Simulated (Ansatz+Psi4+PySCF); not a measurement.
# doublet NaCl(+): levels of theory in one basis

```xyz
2

Na    0.0000    0.0000   -1.7420
Cl    0.0000    0.0000    1.1272
```

Basis set: cc-pCVTZ on Na; cc-pV(T+d)Z on Cl (spherical functions). Correlated methods keep 6 orbitals frozen. Correlation on ROHF uses semicanonical orbitals with singles. Charge 1, multiplicity 2.

Computed with Ansatz (development build ahead of 0.2.0) and Psi4 1.11; each method stands on the lowest determinant of its kind that the runs found.

```
   method  E − E(ROHF) (eV)  <S²> of the determinant
     ROHF              0.00                     0.75
      UHF             -0.16                     0.76
 ROHF-MP2            -11.64                        –
  UHF-MP2            -11.61                     0.76
ROHF-CCSD            -12.36                        –
 UHF-CCSD            -12.36                     0.76
```

Question: What does ROHF-CCSD(T) give on the same scale?

Answer: -12.61 eV.
